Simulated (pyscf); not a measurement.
Structures and frequencies: ωB97X-D3(BJ)/def2-SVP in PySCF. Correlated levels are frozen-core, on RHF or UHF. ΔMP2 is the change of the MP2 total energy from the triple- to the quadruple-zeta basis.

Q: Estimate the classical barrier height and the reaction energy of `[CH3][SiH2]` [doublet] + `[ClH]` → `[CH3][SiH2][Cl]` + `[H]` [doublet] at CCSD(T)/def2-TZVPP. The step runs on the doublet surface, breaks H–Si, Cl–H and forms H–Si, Cl–Si; take the separated reactants as zero.

A: ΔE‡ = 11.3 kcal/mol, ΔE = -6.0 kcal/mol. CCSD(T)/def2-TZVPP + ΔMP2(QZVPP) gives 9.9 kcal/mol and -7.0 kcal/mol. Zero-point energy shifts the barrier by 0.0 kcal/mol. It is a concerted two-bond exchange, with an imaginary mode of 400i cm⁻¹. This is the saddle that the search found; another between the same sides may lie lower. The CCSD(T) − MP2 part came from Ansatz, without density fitting, on the same reference.
